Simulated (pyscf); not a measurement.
H₃C–CH(Cl)–Cl + H• -> H₃C–CH₂–Cl + Cl•, a substitution at C (doublet surface; C–Cl broken, C–H formed). Single points on ωB97X-D3(BJ)/def2-SVP structures (PySCF, gas phase). Energies in eV from the separated reactants.

Small-basis levels: PySCF, no dispersion term, spherical d functions. Open shells are spin-unrestricted. 

### Question
In single points B3LYP/6-31G* puts the saddle at 1.13 eV and the reaction energy at -1.25 eV. Should these be trusted to within a few kcal/mol? Compare with ωB97M-D3(BJ)/def2-TZVP.

### Answer
ωB97M-D3(BJ)/def2-TZVP gives ΔE‡ = 1.29 eV and ΔE = -0.97 eV. B3LYP/6-31G* lies 0.16 eV under it in the barrier and 0.28 eV under it in the reaction energy, so on this step it does not hold to within 0.13 eV. ωB97M-D3(BJ)/def2-TZVP has limits of its own. On the product side the descent ends in what is likely a three-electron adduct, which functionals tend to overbind, 0.31 eV under the separated species and 2.58 eV under the saddle at ωB97X-D3(BJ)/def2-TZVP. The same reactants have a lower exit, to H₃C–CH•–Cl + HCl (barrier +0.43 eV at ωB97M-D3(BJ)/def2-TZVP, against +1.29 eV here). This is the saddle that the search found; another between the same sides may lie lower. The angle at the attacked C is 157°. Left out: the spin-orbit lowering of Cl.
